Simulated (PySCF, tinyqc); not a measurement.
Inside a calculation. Method: coupled-perturbed Hartree-Fock on RHF in the sto-3g basis, for CH2, spin multiplicity 1. The lowest restricted solution is unstable here: a spin-polarised one lies 0.0373 hartree lower (PySCF). Computed by tinyqc, a small Python program that keeps every step (integrals from PySCF). Settings: charge = 0, multiplicity = 1, basis = sto-3g, method = RHF, energy threshold = 1e-10, iteration cap = 59, orthogonalisation = canonical, start = atomic densities, DIIS depth = 6. Command: `OMP_NUM_THREADS=1 python tinyqc.py 28336 28337 out.jsonl` (the two numbers bound the seeds that draw the settings). One thread of a shared host (Intel(R) Xeon(R) Processor @ 2.60GHz), about 0.2 s of CPU time with the checks. The early iterations of the SCF are left out here.

## One-electron integrals

Geometry (angstrom):
```
atom,x,y,z
C,0.0000,0.0000,0.0000
H,0.0000,0.8680,0.5730
H,0.0000,-0.8680,0.5730
```

Basis sto-3g: exponents (1/bohr^2) and contraction coefficients of normalised primitives:
```
element,l (shell),exponent,coefficient
C,s (1),71.6168,0.1543
C,s (1),13.0451,0.5353
C,s (1),3.5305,0.4446
C,s (2),2.9412,-0.1000
C,s (2),0.6835,0.3995
C,s (2),0.2223,0.7001
C,p (3),2.9412,0.1559
C,p (3),0.6835,0.6077
C,p (3),0.2223,0.3920
H,s (1),3.4253,0.1543
H,s (1),0.6239,0.5353
H,s (1),0.1689,0.4446
```

Overlap, kinetic and nuclear-attraction integrals over the contracted functions; the nuclear repulsion is the sum of Za Zb / Rab.

nuclear repulsion = 6.410285 hartree

overlap S:
```
,1C 1s,1C 2s,1C 2px,1C 2py,1C 2pz,2H 1s,3H 1s
1C 1s,1.0000,0.2484,0.0000,0.0000,0.0000,0.0700,0.0700
1C 2s,0.2484,1.0000,0.0000,0.0000,0.0000,0.5198,0.5198
1C 2px,0.0000,0.0000,1.0000,0.0000,0.0000,0.0000,0.0000
1C 2py,0.0000,0.0000,0.0000,1.0000,0.0000,0.4038,-0.4038
1C 2pz,0.0000,0.0000,0.0000,0.0000,1.0000,0.2665,0.2665
2H 1s,0.0700,0.5198,0.0000,0.4038,0.2665,1.0000,0.1811
3H 1s,0.0700,0.5198,0.0000,-0.4038,0.2665,0.1811,1.0000
```

kinetic energy T (hartree):
```
,1C 1s,1C 2s,1C 2px,1C 2py,1C 2pz,2H 1s,3H 1s
1C 1s,15.8911,-0.0859,0.0000,0.0000,0.0000,-0.0082,-0.0082
1C 2s,-0.0859,0.4722,0.0000,0.0000,0.0000,0.1239,0.1239
1C 2px,0.0000,0.0000,1.4777,0.0000,0.0000,0.0000,0.0000
1C 2py,0.0000,0.0000,0.0000,1.4777,0.0000,0.2443,-0.2443
1C 2pz,0.0000,0.0000,0.0000,0.0000,1.4777,0.1613,0.1613
2H 1s,-0.0082,0.1239,0.0000,0.2443,0.1613,0.7600,-0.0041
3H 1s,-0.0082,0.1239,0.0000,-0.2443,0.1613,-0.0041,0.7600
```

nuclear attraction V (hartree):
```
,1C 1s,1C 2s,1C 2px,1C 2py,1C 2pz,2H 1s,3H 1s
1C 1s,-34.6703,-4.4450,0.0000,0.0000,-0.0205,-1.2804,-1.2804
1C 2s,-4.4450,-6.1716,0.0000,0.0000,-0.2036,-2.7957,-2.7957
1C 2px,0.0000,0.0000,-6.0377,0.0000,0.0000,0.0000,0.0000
1C 2py,0.0000,0.0000,0.0000,-6.2308,0.0000,-2.0145,2.0145
1C 2pz,-0.0205,-0.2036,0.0000,0.0000,-6.1218,-1.3856,-1.3856
2H 1s,-1.2804,-2.7957,0.0000,-2.0145,-1.3856,-4.5036,-0.8946
3H 1s,-1.2804,-2.7957,0.0000,2.0145,-1.3856,-0.8946,-4.5036
```

core Hamiltonian H = T + V (hartree):
```
,1C 1s,1C 2s,1C 2px,1C 2py,1C 2pz,2H 1s,3H 1s
1C 1s,-18.7792,-4.5308,0.0000,0.0000,-0.0205,-1.2886,-1.2886
1C 2s,-4.5308,-5.6994,0.0000,0.0000,-0.2036,-2.6718,-2.6718
1C 2px,0.0000,0.0000,-4.5599,0.0000,0.0000,0.0000,0.0000
1C 2py,0.0000,0.0000,0.0000,-4.7531,0.0000,-1.7702,1.7702
1C 2pz,-0.0205,-0.2036,0.0000,0.0000,-4.6441,-1.2244,-1.2244
2H 1s,-1.2886,-2.6718,0.0000,-1.7702,-1.2244,-3.7436,-0.8986
3H 1s,-1.2886,-2.6718,0.0000,1.7702,-1.2244,-0.8986,-3.7436
```

## Two-electron integrals

Functions are numbered as in S; the eight-fold symmetry (ij|kl) = (ji|kl) = (kl|ij) leaves the list below.

Two-electron integrals (ij|kl) in chemists' order, unique and non-zero (hartree):
```
i,j,k,l,(ij|kl)
1,1,1,1,3.5419
2,1,1,1,0.5769
2,1,2,1,0.1119
2,2,1,1,0.8547
2,2,2,1,0.2053
2,2,2,2,0.6247
3,1,3,1,0.0203
3,2,3,1,0.0309
3,2,3,2,0.1380
3,3,1,1,0.8524
3,3,2,1,0.2053
3,3,2,2,0.6246
3,3,3,3,0.6728
4,1,4,1,0.0203
4,2,4,1,0.0309
4,2,4,2,0.1380
4,3,4,3,0.0363
4,4,1,1,0.8524
4,4,2,1,0.2053
4,4,2,2,0.6246
4,4,3,3,0.6003
4,4,4,4,0.6728
5,1,5,1,0.0203
5,2,5,1,0.0309
5,2,5,2,0.1380
5,3,5,3,0.0363
5,4,5,4,0.0363
5,5,1,1,0.8524
5,5,2,1,0.2053
5,5,2,2,0.6246
5,5,3,3,0.6003
5,5,4,4,0.6003
5,5,5,5,0.6728
6,1,1,1,0.1642
6,1,2,1,0.0316
6,1,2,2,0.0578
6,1,3,3,0.0576
6,1,4,1,0.0016
6,1,4,2,0.0030
6,1,4,4,0.0580
6,1,5,1,0.0011
6,1,5,2,0.0020
6,1,5,4,2.80e-04
6,1,5,5,0.0578
6,1,6,1,0.0091
6,2,1,1,0.3591
6,2,2,1,0.0872
6,2,2,2,0.2881
6,2,3,3,0.2815
6,2,4,1,0.0069
6,2,4,2,0.0457
6,2,4,4,0.2950
6,2,5,1,0.0046
6,2,5,2,0.0302
6,2,5,4,0.0089
6,2,5,5,0.2874
6,2,6,1,0.0256
6,2,6,2,0.1681
6,3,3,1,0.0093
6,3,3,2,0.0476
6,3,4,3,0.0092
6,3,5,3,0.0061
6,3,6,3,0.0218
6,4,1,1,0.2443
6,4,2,1,0.0602
6,4,2,2,0.2107
6,4,3,3,0.2000
6,4,4,1,0.0135
6,4,4,2,0.0790
6,4,4,4,0.2277
6,4,5,1,0.0028
6,4,5,2,0.0207
6,4,5,4,0.0123
6,4,5,5,0.2041
6,4,6,1,0.0186
6,4,6,2,0.1463
6,4,6,4,0.1468
6,5,1,1,0.1613
6,5,2,1,0.0397
6,5,2,2,0.1391
6,5,3,3,0.1320
6,5,4,1,0.0028
6,5,4,2,0.0207
6,5,4,4,0.1382
6,5,5,1,0.0111
6,5,5,2,0.0613
6,5,5,4,0.0133
6,5,5,5,0.1468
6,5,6,1,0.0123
6,5,6,2,0.0965
6,5,6,4,0.0825
6,5,6,5,0.0763
6,6,1,1,0.4945
6,6,2,1,0.1222
6,6,2,2,0.4552
6,6,3,3,0.4309
6,6,4,1,0.0130
6,6,4,2,0.1120
6,6,4,4,0.4813
6,6,5,1,0.0086
6,6,5,2,0.0740
6,6,5,4,0.0333
6,6,5,5,0.4528
6,6,6,1,0.0366
6,6,6,2,0.3251
6,6,6,4,0.3138
6,6,6,5,0.2071
6,6,6,6,0.7746
7,1,1,1,0.1642
7,1,2,1,0.0316
7,1,2,2,0.0578
7,1,3,3,0.0576
7,1,4,1,-0.0016
7,1,4,2,-0.0030
7,1,4,4,0.0580
7,1,5,1,0.0011
7,1,5,2,0.0020
7,1,5,4,-2.80e-04
7,1,5,5,0.0578
7,1,6,1,0.0089
7,1,6,2,0.0241
7,1,6,4,0.0158
7,1,6,5,0.0116
7,1,6,6,0.0336
7,1,7,1,0.0091
7,2,1,1,0.3591
7,2,2,1,0.0872
7,2,2,2,0.2881
7,2,3,3,0.2815
7,2,4,1,-0.0069
7,2,4,2,-0.0457
7,2,4,4,0.2950
7,2,5,1,0.0046
7,2,5,2,0.0302
7,2,5,4,-0.0089
7,2,5,5,0.2874
7,2,6,1,0.0241
7,2,6,2,0.1256
7,2,6,4,0.0774
7,2,6,5,0.0702
7,2,6,6,0.1943
7,2,7,1,0.0256
7,2,7,2,0.1681
7,3,3,1,0.0093
7,3,3,2,0.0476
7,3,4,3,-0.0092
7,3,5,3,0.0061
7,3,6,3,0.0154
7,3,7,3,0.0218
7,4,1,1,-0.2443
7,4,2,1,-0.0602
7,4,2,2,-0.2107
7,4,3,3,-0.2000
7,4,4,1,0.0135
7,4,4,2,0.0790
7,4,4,4,-0.2277
7,4,5,1,-0.0028
7,4,5,2,-0.0207
7,4,5,4,0.0123
7,4,5,5,-0.2041
7,4,6,1,-0.0158
7,4,6,2,-0.0774
7,4,6,4,-0.0333
7,4,6,5,-0.0423
7,4,6,6,-0.1079
7,4,7,1,-0.0186
7,4,7,2,-0.1463
7,4,7,4,0.1468
7,5,1,1,0.1613
7,5,2,1,0.0397
7,5,2,2,0.1391
7,5,3,3,0.1320
7,5,4,1,-0.0028
7,5,4,2,-0.0207
7,5,4,4,0.1382
7,5,5,1,0.0111
7,5,5,2,0.0613
7,5,5,4,-0.0133
7,5,5,5,0.1468
7,5,6,1,0.0116
7,5,6,2,0.0702
7,5,6,4,0.0423
7,5,6,5,0.0539
7,5,6,6,0.1161
7,5,7,1,0.0123
7,5,7,2,0.0965
7,5,7,4,-0.0825
7,5,7,5,0.0763
7,6,1,1,0.1121
7,6,2,1,0.0273
7,6,2,2,0.0934
7,6,3,3,0.0909
7,6,4,4,0.0936
7,6,5,1,0.0024
7,6,5,2,0.0166
7,6,5,5,0.0957
7,6,6,1,0.0079
7,6,6,2,0.0498
7,6,6,4,0.0374
7,6,6,5,0.0314
7,6,6,6,0.0910
7,6,7,1,0.0079
7,6,7,2,0.0498
7,6,7,4,-0.0374
7,6,7,5,0.0314
7,6,7,6,0.0177
7,7,1,1,0.4945
7,7,2,1,0.1222
7,7,2,2,0.4552
7,7,3,3,0.4309
7,7,4,1,-0.0130
7,7,4,2,-0.1120
7,7,4,4,0.4813
7,7,5,1,0.0086
7,7,5,2,0.0740
7,7,5,4,-0.0333
7,7,5,5,0.4528
7,7,6,1,0.0336
7,7,6,2,0.1943
7,7,6,4,0.1079
7,7,6,5,0.1161
7,7,6,6,0.3021
7,7,7,1,0.0366
7,7,7,2,0.3251
7,7,7,4,-0.3138
7,7,7,5,0.2071
7,7,7,6,0.0910
7,7,7,7,0.7746
```

## Orthogonalisation

S = U s U^T; canonical form X = U s^(-1/2), so that X^T S X = 1. Each column of U has its largest component positive (the first on a tie).

eigenvalues of S: 0.2457  0.3313  0.8703  1.0000  1.0921  1.4876  1.9729

X:
```
,1,2,3,4,5,6,7
1C 1s,-0.2779,0.0000,0.7915,0.0000,-0.5936,0.0000,0.1607
1C 2s,1.3642,0.0000,-0.3299,0.0000,-0.2857,0.0000,0.4264
1C 2px,0.0000,0.0000,0.0000,1.0000,0.0000,0.0000,0.0000
1C 2py,0.0000,1.1282,0.0000,0.0000,0.0000,0.6235,0.0000
1C 2pz,0.6526,0.0000,0.6081,0.0000,0.6742,0.0000,0.1976
2H 1s,-0.9233,-0.9342,-0.1479,0.0000,0.1165,0.3765,0.3607
3H 1s,-0.9233,0.9342,-0.1479,0.0000,0.1165,-0.3765,0.3607
```

## Iteration 8 (converged): orbitals

converged F (hartree):
```
,1C 1s,1C 2s,1C 2px,1C 2py,1C 2pz,2H 1s,3H 1s
1C 1s,-10.9910,-2.9566,0.0000,0.0000,-0.0276,-0.8484,-0.8484
1C 2s,-2.9566,-1.4720,0.0000,0.0000,-0.1143,-0.7731,-0.7731
1C 2px,0.0000,0.0000,0.2265,0.0000,0.0000,0.0000,0.0000
1C 2py,0.0000,0.0000,0.0000,-0.2806,0.0000,-0.3806,0.3806
1C 2pz,-0.0276,-0.1143,0.0000,0.0000,-0.2772,-0.2917,-0.2917
2H 1s,-0.8484,-0.7731,0.0000,-0.3806,-0.2917,-0.5500,-0.2840
3H 1s,-0.8484,-0.7731,0.0000,0.3806,-0.2917,-0.2840,-0.5500
```

Diagonalise F' = X^T F X, C = X C', fill 4 alpha and 4 beta electrons from the bottom; D = 2 C_occ C_occ^T. Each column has its largest component positive (the first on a tie).

F' = X^T F X (hartree):
```
,1,2,3,4,5,6,7
1,0.6472,0.0000,0.5940,0.0000,-0.3002,0.0000,0.0315
2,0.0000,0.7831,0.0000,0.0000,0.0000,0.1098,0.0000
3,0.5940,0.0000,-5.2706,0.0000,4.7759,0.0000,-2.2793
4,0.0000,0.0000,0.0000,0.2265,0.0000,0.0000,0.0000
5,-0.3002,0.0000,4.7759,0.0000,-4.8320,0.0000,2.2376
6,0.0000,0.1098,0.0000,0.0000,0.0000,-0.5418,0.0000
7,0.0315,0.0000,-2.2793,0.0000,2.2376,0.0000,-1.9612
```

orbital energies (hartree): MO1 -10.9972, MO2 -0.8574, MO3 -0.5509, MO4 -0.2980, MO5 0.2265, MO6 0.7361, MO7 0.7922

coefficients C:
```
,MO1,MO2,MO3,MO4,MO5,MO6,MO7
1C 1s,0.9929,-0.2164,0.0000,0.1296,0.0000,-0.1801,0.0000
1C 2s,0.0319,0.6382,0.0000,-0.5989,0.0000,1.2110,0.0000
1C 2px,0.0000,0.0000,0.0000,0.0000,1.0000,0.0000,0.0000
1C 2py,0.0000,0.0000,0.5288,0.0000,0.0000,0.0000,1.1755
1C 2pz,0.0068,0.1757,0.0000,0.8023,0.0000,0.7840,0.0000
2H 1s,-0.0080,0.2769,0.4519,0.1923,0.0000,-0.9510,-0.9002
3H 1s,-0.0080,0.2769,-0.4519,0.1923,0.0000,-0.9510,0.9002
```

D after iteration 8:
```
,1C 1s,1C 2s,1C 2px,1C 2py,1C 2pz,2H 1s,3H 1s
1C 1s,2.0990,-0.3681,0.0000,0.0000,0.1455,-0.0859,-0.0859
1C 2s,-0.3681,1.5340,0.0000,0.0000,-0.7363,0.1226,0.1226
1C 2px,0.0000,0.0000,0.0000,0.0000,0.0000,0.0000,0.0000
1C 2py,0.0000,0.0000,0.0000,0.5593,0.0000,0.4779,-0.4779
1C 2pz,0.1455,-0.7363,0.0000,0.0000,1.3494,0.4057,0.4057
2H 1s,-0.0859,0.1226,0.0000,0.4779,0.4057,0.6357,-0.1810
3H 1s,-0.0859,0.1226,0.0000,-0.4779,0.4057,-0.1810,0.6357
```

## Convergence

Stop when the energy changes by less than 1e-10 hartree and every element of the error matrix X^T (F D S - S D F) X is below 3e-06.

Course of the cycle:
```
iteration,E (hartree),change,largest element of the error matrix
1,-38.385632,-,1.07e+00
2,-38.353575,3.21e-02,6.73e-02
3,-38.357009,-3.43e-03,2.09e-02
4,-38.357537,-5.29e-04,2.82e-03
5,-38.357548,-1.05e-05,9.51e-05
6,-38.357548,-1.22e-08,1.28e-05
7,-38.357548,-1.54e-10,4.93e-08
8,-38.357548,-2.13e-14,3.28e-10
```

PySCF RHF in the same basis = -38.357548 hartree

Converged in 8 iterations.

## Integrals over molecular orbitals

(pq|rs) = sum C_ip C_jq C_kr C_ls (ij|kl), one index at a time.

one-electron integrals over orbitals h = C^T H C (hartree):
```
,1,2,3,4,5,6,7
1,-18.7638,0.3538,0.0000,-0.1996,0.0000,0.2726,0.0000
2,0.3538,-4.6663,0.0000,0.1328,0.0000,-0.8373,0.0000
3,0.0000,0.0000,-4.1830,0.0000,0.0000,0.0000,-0.8356
4,-0.1996,0.1328,0.0000,-4.4511,0.0000,-0.3344,0.0000
5,0.0000,0.0000,0.0000,0.0000,-4.5599,0.0000,0.0000
6,0.2726,-0.8373,0.0000,-0.3344,0.0000,-3.5463,0.0000
7,0.0000,0.0000,-0.8356,0.0000,0.0000,0.0000,-3.6860
```

Two-electron integrals over orbitals (pq|rs), unique and non-zero (hartree):
```
p,q,r,s,(pq|rs)
1,1,1,1,3.5058
2,1,1,1,-0.2874
2,1,2,1,0.0379
2,2,1,1,0.7194
2,2,2,1,-0.0060
2,2,2,2,0.5639
3,1,3,1,0.0079
3,2,3,1,0.0140
3,2,3,2,0.1490
3,3,1,1,0.6279
3,3,2,1,-0.0023
3,3,2,2,0.5323
3,3,3,3,0.5431
4,1,1,1,0.1690
4,1,2,1,-0.0182
4,1,2,2,0.0168
4,1,3,3,0.0071
4,1,4,1,0.0276
4,2,1,1,-0.0686
4,2,2,1,0.0077
4,2,2,2,0.0363
4,2,3,3,0.0217
4,2,4,1,0.0128
4,2,4,2,0.0685
4,3,3,1,-0.0031
4,3,3,2,0.0154
4,3,4,3,0.0303
4,4,1,1,0.8198
4,4,2,1,-0.0144
4,4,2,2,0.4985
4,4,3,3,0.4779
4,4,4,1,-0.0127
4,4,4,2,-0.0780
4,4,4,4,0.6870
5,1,5,1,0.0218
5,2,5,1,0.0232
5,2,5,2,0.0881
5,3,5,3,0.0215
5,4,5,1,-0.0137
5,4,5,2,-0.0388
5,4,5,4,0.0539
5,5,1,1,0.8520
5,5,2,1,-0.0092
5,5,2,2,0.5470
5,5,3,3,0.4979
5,5,4,1,0.0049
5,5,4,2,-0.0362
5,5,4,4,0.5890
5,5,5,5,0.6728
6,1,1,1,-0.2365
6,1,2,1,0.0341
6,1,2,2,0.0018
6,1,3,3,0.0009
6,1,4,1,-0.0063
6,1,4,2,0.0145
6,1,4,4,-0.0210
6,1,5,5,-0.0059
6,1,6,1,0.0360
6,2,1,1,0.2509
6,2,2,1,-0.0057
6,2,2,2,0.0804
6,2,3,3,0.0289
6,2,4,1,0.0147
6,2,4,2,0.0006
6,2,4,4,0.0804
6,2,5,5,0.1246
6,2,6,1,0.0016
6,2,6,2,0.0986
6,3,3,1,0.0013
6,3,3,2,-0.0690
6,3,4,3,-0.0224
6,3,6,3,0.0802
6,4,1,1,0.0916
6,4,2,1,4.99e-04
6,4,2,2,0.0297
6,4,3,3,0.0065
6,4,4,1,0.0037
6,4,4,2,-0.0014
6,4,4,4,0.0507
6,4,5,5,0.0402
6,4,6,1,0.0028
6,4,6,2,0.0435
6,4,6,4,0.0279
6,5,5,1,0.0179
6,5,5,2,0.0588
6,5,5,4,-0.0171
6,5,6,5,0.0481
6,6,1,1,0.7148
6,6,2,1,-0.0055
6,6,2,2,0.5555
6,6,3,3,0.5301
6,6,4,1,0.0235
6,6,4,2,0.0574
6,6,4,4,0.4621
6,6,5,5,0.5157
6,6,6,1,0.0063
6,6,6,2,0.0613
6,6,6,4,0.0222
6,6,6,6,0.5896
7,1,3,1,0.0134
7,1,3,2,0.0208
7,1,4,3,-0.0056
7,1,6,3,0.0020
7,1,7,1,0.0227
7,2,3,1,0.0081
7,2,3,2,-0.0092
7,2,4,3,-0.0309
7,2,6,3,0.0478
7,2,7,1,0.0128
7,2,7,2,0.0522
7,3,1,1,0.2455
7,3,2,1,-0.0067
7,3,2,2,0.0425
7,3,3,3,0.0276
7,3,4,1,-0.0017
7,3,4,2,-0.0553
7,3,4,4,0.1258
7,3,5,5,0.1187
7,3,6,1,-0.0077
7,3,6,2,0.0729
7,3,6,4,0.0338
7,3,6,6,0.0013
7,3,7,3,0.1167
7,4,3,1,-0.0095
7,4,3,2,-0.0711
7,4,4,3,0.0155
7,4,6,3,0.0343
7,4,7,1,-0.0155
7,4,7,2,-0.0081
7,4,7,4,0.0631
7,5,5,3,0.0184
7,5,7,5,0.0216
7,6,3,1,0.0094
7,6,3,2,0.1142
7,6,4,3,0.0265
7,6,6,3,-0.0757
7,6,7,1,0.0141
7,6,7,2,-0.0313
7,6,7,4,-0.0502
7,6,7,6,0.1126
7,7,1,1,0.7631
7,7,2,1,-0.0096
7,7,2,2,0.5291
7,7,3,3,0.5377
7,7,4,1,0.0038
7,7,4,2,-0.0077
7,7,4,4,0.5365
7,7,5,5,0.5340
7,7,6,1,-0.0081
7,7,6,2,0.0422
7,7,6,4,0.0122
7,7,6,6,0.5307
7,7,7,3,0.0613
7,7,7,7,0.5733
```

## Response to a field: uncoupled start

dipole integrals <a|y|i> (bohr):
```
,i1,i2,i3,i4
a5,0.0000,0.0000,0.0000,0.0000
a6,0.0000,0.0000,-0.9496,0.0000
a7,0.0833,-0.3251,0.0000,-0.6655
```

Field along y; U_ai = -mu_ai / (e_a - e_i), alpha = -4 sum U_ai mu_ai.

uncoupled U:
```
,i1,i2,i3,i4
a5,0.0000,0.0000,0.0000,0.0000
a6,0.0000,0.0000,0.7378,0.0000
a7,-0.0071,0.1971,0.0000,0.6104
```

uncoupled polarisability = 4.6860 bohr^3

## Coupled step 1

U_ai = -(mu_ai + sum_bj [4 (ai|bj) - (ab|ij) - (aj|bi)] U_bj) / (e_a - e_i); alpha = -4 sum U_ai mu_ai.

U after step 1:
```
,i1,i2,i3,i4
a5,0.0000,0.0000,0.0000,0.0000
a6,0.0000,0.0000,0.8668,0.0000
a7,-0.0061,0.2461,0.0000,0.7555
```

polarisability = 5.6254 bohr^3

## Coupled step 2

As before.

U after step 2:
```
,i1,i2,i3,i4
a5,0.0000,0.0000,0.0000,0.0000
a6,0.0000,0.0000,0.8869,0.0000
a7,-0.0057,0.2583,0.0000,0.7934
```

polarisability = 5.8187 bohr^3

## Coupled polarisability

Repeat until U stops changing; compare with -d2E/dF2.

Course of the coupled iterations:
```
step,alpha (bohr^3)
0,4.6860
1,5.6254
2,5.8187
3,5.8601
4,5.8694
5,5.8717
6,5.8723
7,5.8725
8,5.8725
9,5.8726
10,5.8726
11,5.8726
12,5.8726
13,5.8726
14,5.8726
15,5.8726
16,5.8726
17,5.8726
```

coupled polarisability = 5.8726 bohr^3

finite-field check, fields of +/-0.001 au = 5.8726 bohr^3
